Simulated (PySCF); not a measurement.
methanidylidynesulfanium (CS), SMILES [C-]#[S+].

The structure is a stationary point at B3LYP-D3(BJ)/def2-TZVPD.

These are PBE/def2-TZVPD in PySCF values and carry that method's errors.

```json
{
  "total_energy": "-436.02138 hartree",
  "point_group": "C∞v",
  "highest_occupied_level": "-7.37 eV",
  "lowest_empty_level": "-3.41 eV",
  "orbital_gap": "3.97 eV",
  "dipole_moment": "2.01 D",
  "quadrupole, principal values (traceless, Buckingham form, about the centre of nuclear charge)": "-2.54, 1.27, 1.27 D·Å",
  "mean_static_polarisability": "29.1 bohr³ (4.31 Å³)",
  "polarisability_principal_values": "24.3, 24.3, 38.7 bohr³"
}
```
